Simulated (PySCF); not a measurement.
**Oxygen: a sound run and one with changed settings**

Sound run: O [He] 2s2 2p4, O⁺ [He] 2s2 2p3. Calculation: PySCF 2.14, in aug-cc-pVDZ (4s3p2d, 23 functions); no relativity, point nucleus. In the sound run the correlated levels freeze 1s2. The sound run starts from symmetry-adapted Hartree-Fock orbitals and uses a fine grid where one is needed.

Changed run: initial guess minao, at most 50 SCF cycles.

```csv
species,method,sound run (hartree),changed run (hartree),converged
O,UHF,-74.79660,-74.79660,yes
O,BP86,-75.06708,-75.06708,yes
O,CCSD(T),-74.92565,-74.92565,yes
O⁺,r2SCAN,-74.53503,-74.53503,yes
O⁺,MP2,-74.42573,-74.42573,yes
```

Here the plain start reaches the same solutions.
